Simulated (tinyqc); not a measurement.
Coupled-perturbed Hartree-Fock on RHF in the sto-3g basis, for H3O+, spin multiplicity 1, step by step (part 2 of 2). Computed by tinyqc, a small Python program that keeps every step (integrals from PySCF). Command: `OMP_NUM_THREADS=1 python tinyqc.py 20323 20324 out.jsonl` (the two numbers bound the seeds that draw the settings). One thread of a shared host (Intel(R) Xeon(R) Processor @ 2.60GHz), about 0.2 s of CPU time with the checks.

Geometry (angstrom):
```
atom          x          y         z
O      0.000000   0.000000  0.351000
H      0.936000   0.000000  0.000000
H     -0.468000   0.811000  0.000000
H     -0.468000  -0.811000  0.000000
```

## Convergence

Stop when the energy changes by less than 1e-10 hartree and every element of the error matrix X^T (F D S - S D F) X is below 3e-06.

Course of the cycle:
```
iteration   E (hartree)     change  largest element of the error matrix
1          -71.41498568          -                             1.66e+00
2          -75.21858875  -3.80e+00                             3.74e-01
3          -75.32650451  -1.08e-01                             6.28e-02
4          -75.32854036  -2.04e-03                             8.97e-03
5          -75.32859581  -5.55e-05                             7.71e-04
6          -75.32859677  -9.63e-07                             1.05e-04
7          -75.32859679  -1.90e-08                             1.32e-06
8          -75.32859679  -2.46e-12                             9.90e-09
```

PySCF RHF in the same basis = -75.32859679 hartree

Converged in 8 iterations.

## Integrals over molecular orbitals

coefficients C, order 1O 1s, 1O 2s, 1O 2px, 1O 2py, 1O 2pz, 2H 1s, 3H 1s, 4H 1s:
$$\begin{pmatrix}
0.994058 & -0.238472 & 0.000059 & 0.000000 & -0.068370 & -0.154824 & 0.000000 & 0.000205 \\
0.027185 & 0.869852 & -0.000304 & 0.000000 & 0.337253 & 1.010717 & 0.000000 & -0.001489 \\
0.000003 & 0.000117 & 0.707507 & 0.000000 & 0.000187 & -0.000938 & 0.000000 & -0.902664 \\
0.000000 & 0.000000 & 0.000000 & 0.707491 & 0.000000 & 0.000000 & 0.902633 & 0.000000 \\
-0.003085 & -0.126176 & -0.000155 & 0.000000 & 0.927935 & -0.438154 & 0.000000 & 0.000635 \\
-0.004903 & 0.096742 & 0.406123 & 0.000000 & -0.104167 & -0.642644 & 0.000000 & 0.976801 \\
-0.004899 & 0.096661 & -0.203050 & 0.351678 & -0.104283 & -0.644288 & -0.845027 & -0.487136 \\
-0.004899 & 0.096661 & -0.203050 & -0.351678 & -0.104283 & -0.644288 & 0.845027 & -0.487136
\end{pmatrix}$$

core Hamiltonian H = T + V (hartree), order 1O 1s, 1O 2s, 1O 2px, 1O 2py, 1O 2pz, 2H 1s, 3H 1s, 4H 1s:
$$\begin{pmatrix}
-33.203001 & -7.726916 & -0.000013 & 0.000000 & 0.014983 & -1.604934 & -1.603694 & -1.603694 \\
-7.726916 & -9.815517 & -0.000139 & 0.000000 & 0.178782 & -3.667305 & -3.665299 & -3.665299 \\
-0.000013 & -0.000139 & -8.056864 & 0.000000 & 0.000052 & -2.420869 & 1.209503 & 1.209503 \\
0.000000 & 0.000000 & 0.000000 & -8.056872 & 0.000000 & 0.000000 & -2.096040 & 2.096040 \\
0.014983 & 0.178782 & 0.000052 & 0.000000 & -7.949857 & 0.961155 & 0.960466 & 0.960466 \\
-1.604934 & -3.667305 & -2.420869 & 0.000000 & 0.961155 & -5.222353 & -1.429726 & -1.429726 \\
-1.603694 & -3.665299 & 1.209503 & -2.096040 & 0.960466 & -1.429726 & -5.221069 & -1.428448 \\
-1.603694 & -3.665299 & 1.209503 & 2.096040 & 0.960466 & -1.429726 & -1.428448 & -5.221069
\end{pmatrix}$$

Given earlier and not repeated: Two-electron integrals (ij|kl) in chemists' order.

(pq|rs) = sum C_ip C_jq C_kr C_ls (ij|kl), one index at a time.

one-electron integrals over orbitals h = C^T H C (hartree):
$$\begin{pmatrix}
-33.185300 & 0.563765 & -0.000142 & 0.000000 & 0.153290 & 0.347842 & 0.000000 & -0.000457 \\
0.563765 & -8.199247 & 0.000063 & 0.000000 & -0.183927 & -1.443360 & 0.000000 & 0.002117 \\
-0.000142 & 0.000063 & -7.057281 & 0.000000 & 0.000207 & 0.002213 & 0.000000 & 1.715209 \\
0.000000 & 0.000000 & 0.000000 & -7.056999 & 0.000000 & 0.000000 & -1.715487 & 0.000000 \\
0.153290 & -0.183927 & 0.000207 & 0.000000 & -7.766903 & 0.652268 & 0.000000 & -0.000428 \\
0.347842 & -1.443360 & 0.002213 & 0.000000 & 0.652268 & -5.154490 & 0.000000 & -0.000255 \\
0.000000 & 0.000000 & 0.000000 & -1.715487 & 0.000000 & 0.000000 & -5.585695 & 0.000000 \\
-0.000457 & 0.002117 & 1.715209 & 0.000000 & -0.000428 & -0.000255 & 0.000000 & -5.585779
\end{pmatrix}$$

Two-electron integrals over orbitals (pq|rs), unique and non-zero (hartree):
```
(11|11) 4.744055    (21|11) -0.426009   (21|21) 0.060862    (22|11) 1.024830
(22|21) -0.014280   (22|22) 0.734014    (31|11) 0.000106    (31|21) -0.000012
(31|22) 0.000013    (31|31) 0.014237    (32|11) -0.000039   (32|21) 0.000007
(32|22) 0.000048    (32|31) 0.021388    (32|32) 0.138963    (33|11) 0.868635
(33|21) -0.006290   (33|22) 0.663306    (33|31) 0.002279    (33|32) 0.032649
(33|33) 0.667805    (41|41) 0.014236    (42|41) 0.021386    (42|42) 0.138937
(43|41) -0.002290   (43|42) -0.032703   (43|43) 0.041112    (44|11) 0.868585
(44|21) -0.006290   (44|22) 0.663253    (44|31) -0.002282   (44|32) -0.032691
(44|33) 0.585590    (44|44) 0.667768    (51|11) -0.120958   (51|21) 0.013943
(51|22) -0.013878   (51|31) -4.66e-06   (51|32) 1.07e-06    (51|33) -0.004037
(51|44) -0.004037   (51|51) 0.027598    (52|11) 0.062014    (52|21) -0.007306
(52|22) -0.020717   (52|31) 1.33e-06    (52|32) 4.18e-06    (52|33) 0.004948
(52|44) 0.004937    (52|51) 0.027674    (52|52) 0.134207    (53|11) -0.000050
(53|21) 3.35e-06    (53|22) -0.000009   (53|31) 0.004002    (53|32) 0.004691
(53|33) -0.005262   (53|44) 0.005231    (53|51) -0.000007   (53|52) -0.000030
(53|53) 0.036831    (54|41) 0.004001    (54|42) 0.004677    (54|43) 0.005246
(54|54) 0.036833    (55|11) 1.083537    (55|21) -0.013935   (55|22) 0.725094
(55|31) 2.48e-06    (55|32) -0.000023   (55|33) 0.649690    (55|44) 0.649663
(55|51) 0.012269    (55|52) 0.084158    (55|53) -0.000043   (55|55) 0.867156
(61|11) -0.276699   (61|21) 0.040983    (61|22) -0.006453   (61|31) -0.000025
(61|32) -0.000021   (61|33) -0.003553   (61|44) -0.003548   (61|51) 0.001534
(61|52) -0.013808   (61|53) -3.74e-07   (61|55) -0.013746   (61|61) 0.030147
(62|11) 0.330752    (62|21) -0.009100   (62|22) 0.147258    (62|31) -0.000011
(62|32) -0.000065   (62|33) 0.102001    (62|44) 0.101966    (62|51) -0.014089
(62|52) -0.024635   (62|53) -0.000022   (62|55) 0.141484    (62|61) -0.002177
(62|62) 0.085030    (63|11) -0.000464   (63|21) 0.000011    (63|22) -0.000211
(63|31) 0.006589    (63|32) -0.009282   (63|33) -0.023223   (63|44) 0.022893
(63|51) 1.85e-06    (63|52) -0.000041   (63|53) 0.007668    (63|55) -0.000236
(63|61) -4.83e-07   (63|62) -0.000137   (63|63) 0.050474    (64|41) 0.006580
(64|42) -0.009383   (64|43) 0.023070    (64|54) 0.007695    (64|64) 0.050606
(65|11) -0.132385   (65|21) -0.000456   (65|22) -0.075522   (65|31) -0.000007
(65|32) -0.000043   (65|33) -0.044235   (65|44) -0.044191   (65|51) 0.012474
(65|52) 0.033988    (65|53) -0.000025   (65|55) -0.067343   (65|61) -0.004331
(65|62) -0.049240   (65|63) 0.000072    (65|65) 0.037844    (66|11) 0.682430
(66|21) -0.006461   (66|22) 0.541529    (66|31) -0.000022   (66|32) -0.000211
(66|33) 0.510579    (66|44) 0.510767    (66|51) -0.016609   (66|52) -0.054352
(66|53) 0.000045    (66|55) 0.502704    (66|61) 0.000493    (66|62) 0.066617
(66|63) 0.000055    (66|65) -0.039256   (66|66) 0.487689    (71|41) 0.015855
(71|42) 0.022422    (71|43) -0.002110   (71|54) 0.004498    (71|64) 0.006944
(71|71) 0.017696    (72|41) 0.014591    (72|42) 0.047069    (72|43) 0.011784
(72|54) 0.019059    (72|64) 0.035550    (72|71) 0.015530    (72|72) 0.051769
(73|41) 0.002733    (73|42) 0.037953    (73|43) -0.004235   (73|54) -0.006202
(73|64) -0.023953   (73|71) 0.003098    (73|72) -0.002103   (73|73) 0.033004
(74|11) 0.365726    (74|21) -0.007460   (74|22) 0.156905    (74|31) 0.002739
(74|32) 0.037952    (74|33) 0.128420    (74|44) 0.119944    (74|51) 0.000653
(74|52) 0.038610    (74|53) -0.006210   (74|55) 0.187072    (74|61) -0.005512
(74|62) 0.080632    (74|63) -0.024013   (74|65) -0.034024   (74|66) 0.041776
(74|74) 0.147411    (75|41) 0.006475    (75|42) 0.039962    (75|43) -0.012299
(75|54) 0.022013    (75|64) -0.014743   (75|71) 0.007082    (75|72) 0.010918
(75|73) 0.014704    (75|75) 0.032907    (76|41) 0.012030    (76|42) 0.094972
(76|43) -0.040056   (76|54) -0.014025   (76|64) -0.045292   (76|71) 0.012899
(76|72) 0.000495    (76|73) 0.048108    (76|75) 0.031905    (76|76) 0.113885
(77|11) 0.782378    (77|21) -0.007731   (77|22) 0.580659    (77|31) -0.000622
(77|32) -0.031953   (77|33) 0.523206    (77|44) 0.596305    (77|51) -0.002804
(77|52) 0.001822    (77|53) 0.011334    (77|55) 0.572718    (77|61) -0.004649
(77|62) 0.070035    (77|63) 0.039509    (77|65) -0.025966   (77|66) 0.489870
(77|74) 0.062379    (77|77) 0.578016    (81|11) 0.000369    (81|21) -0.000058
(81|22) 1.24e-07    (81|31) -0.015856   (81|32) -0.022423   (81|33) -0.002092
(81|44) 0.002109    (81|51) -0.000005   (81|52) 0.000013    (81|53) -0.004499
(81|55) 0.000016    (81|61) -0.000022   (81|62) 0.000020    (81|63) -0.006953
(81|65) 0.000012    (81|66) 0.000028    (81|74) -0.003095   (81|77) 0.000571
(81|81) 0.017695    (82|11) -0.000488   (82|21) 0.000011    (82|22) -0.000226
(82|31) -0.014590   (82|32) -0.047042   (82|33) 0.011684    (82|44) -0.011958
(82|51) 0.000015    (82|52) 0.000009    (82|53) -0.019059   (82|55) -0.000216
(82|61) 0.000021    (82|62) -0.000064   (82|63) -0.035555   (82|65) 0.000070
(82|66) -0.000098   (82|74) 0.001986    (82|77) -0.021738   (82|81) 0.015527
(82|82) 0.051770    (83|11) -0.365692   (83|21) 0.007461    (83|22) -0.156844
(83|31) 0.002734    (83|32) 0.038032    (83|33) -0.119906   (83|44) -0.128416
(83|51) -0.000652   (83|52) -0.038603   (83|53) -0.006177   (83|55) -0.187049
(83|61) 0.005506    (83|62) -0.080630   (83|63) -0.023782   (83|65) 0.033976
(83|66) -0.041992   (83|74) -0.083284   (83|77) -0.097633   (83|81) -0.003107
(83|82) 0.002252    (83|83) 0.147470    (84|41) -0.002748   (84|42) -0.037979
(84|43) 0.004218    (84|54) 0.006186    (84|64) 0.023897    (84|71) -0.003113
(84|72) 0.002046    (84|73) -0.031054   (84|75) -0.014701   (84|76) -0.048079
(84|84) 0.032964    (85|11) 0.000089    (85|21) 9.25e-07    (85|22) 0.000043
(85|31) -0.006474   (85|32) -0.039954   (85|33) -0.012241   (85|44) 0.012313
(85|51) -0.000018   (85|52) -0.000061   (85|53) -0.022020   (85|55) 0.000032
(85|61) 0.000014    (85|62) 0.000059    (85|63) 0.014692    (85|65) -1.29e-06
(85|66) 0.000115    (85|74) -0.014682   (85|77) 0.015308    (85|81) 0.007081
(85|82) 0.010911    (85|83) -0.014749   (85|85) 0.032896    (86|11) 0.000036
(86|21) -1.64e-06   (86|22) -0.000025   (86|31) -0.012028   (86|32) -0.094900
(86|33) -0.039903   (86|44) 0.039984    (86|51) 0.000016    (86|52) 0.000053
(86|53) 0.013979    (86|55) 0.000048    (86|61) 0.000009    (86|62) -4.24e-06
(86|63) 0.045058    (86|65) 0.000069    (86|66) 0.000264    (86|74) -0.048041
(86|77) 0.059208    (86|81) 0.012897    (86|82) 0.000523    (86|83) -0.048163
(86|85) 0.031847    (86|86) 0.113574    (87|41) 0.000610    (87|42) 0.031837
(87|43) -0.036515   (87|54) -0.011340   (87|64) -0.039621   (87|71) 0.000549
(87|72) -0.021627   (87|73) 0.017558    (87|75) 0.015265    (87|76) 0.059176
(87|84) -0.017519   (87|87) 0.048630    (88|11) 0.782401    (88|21) -0.007731
(88|22) 0.580709    (88|31) 0.000658    (88|32) 0.032196    (88|33) 0.596435
(88|44) 0.523117    (88|51) -0.002804   (88|52) 0.001824    (88|53) -0.011379
(88|55) 0.572732    (88|61) -0.004651   (88|62) 0.070076    (88|63) -0.039827
(88|65) -0.026020   (88|66) 0.489591    (88|74) 0.097724    (88|77) 0.480374
(88|81) -0.000592   (88|82) 0.021527    (88|83) -0.062195   (88|85) -0.015358
(88|86) -0.059427   (88|88) 0.578333
```

## Response to a field: uncoupled start

orbital energies (hartree): MO1 -20.867004, MO2 -1.785234, MO3 -1.086179, MO4 -1.086165, MO5 -0.919248, MO6 0.087428, MO7 0.242051, MO8 0.242213

dipole integrals <a|z|i> (bohr), order a6, a7, a8:
$$\begin{pmatrix}
-0.025799 & 0.068917 & -0.000382 & 0.000000 & -0.108338 \\
0.000000 & 0.000000 & 0.000000 & 0.359139 & 0.000000 \\
0.000035 & -0.000163 & -0.359145 & 0.000000 & 0.000095
\end{pmatrix}$$

Field along z; U_ai = -mu_ai / (e_a - e_i), alpha = -4 sum U_ai mu_ai.

uncoupled U, order a6, a7, a8:
$$\begin{pmatrix}
0.001231 & -0.036802 & 0.000325 & 0.000000 & 0.107619 \\
0.000000 & 0.000000 & 0.000000 & -0.270392 & 0.000000 \\
-0.000002 & 0.000080 & 0.270361 & 0.000000 & -0.000082
\end{pmatrix}$$

uncoupled polarisability = 0.833739 bohr^3

## Coupled step 1

U_ai = -(mu_ai + sum_bj [4 (ai|bj) - (ab|ij) - (aj|bi)] U_bj) / (e_a - e_i); alpha = -4 sum U_ai mu_ai.

U after step 1, order a6, a7, a8:
$$\begin{pmatrix}
0.000189 & 0.018388 & 0.000262 & 0.000000 & 0.088178 \\
0.000000 & 0.000000 & 0.000000 & -0.233639 & 0.000000 \\
0.000000 & 0.000014 & 0.233613 & 0.000000 & -0.000071
\end{pmatrix}$$

polarisability = 0.704402 bohr^3

## Coupled step 2

As before.

U after step 2, order a6, a7, a8:
$$\begin{pmatrix}
0.000307 & 0.018323 & 0.000276 & 0.000000 & 0.093618 \\
0.000000 & 0.000000 & 0.000000 & -0.246307 & 0.000000 \\
0.000000 & 0.000017 & 0.246278 & 0.000000 & -0.000076
\end{pmatrix}$$

polarisability = 0.743183 bohr^3

## Coupled polarisability

Repeat until U stops changing; compare with -d2E/dF2.

Course of the coupled iterations:
```
step  alpha (bohr^3)
0           0.833739
1           0.704402
2           0.743183
3           0.737773
4           0.739599
5           0.739379
6           0.739467
7           0.739458
8           0.739463
9           0.739462
10          0.739463
11          0.739463
12          0.739463
13          0.739463
14          0.739463
15          0.739463
16          0.739463
```

coupled polarisability = 0.739463 bohr^3

finite-field check, fields of +/-0.001 au = 0.739463 bohr^3
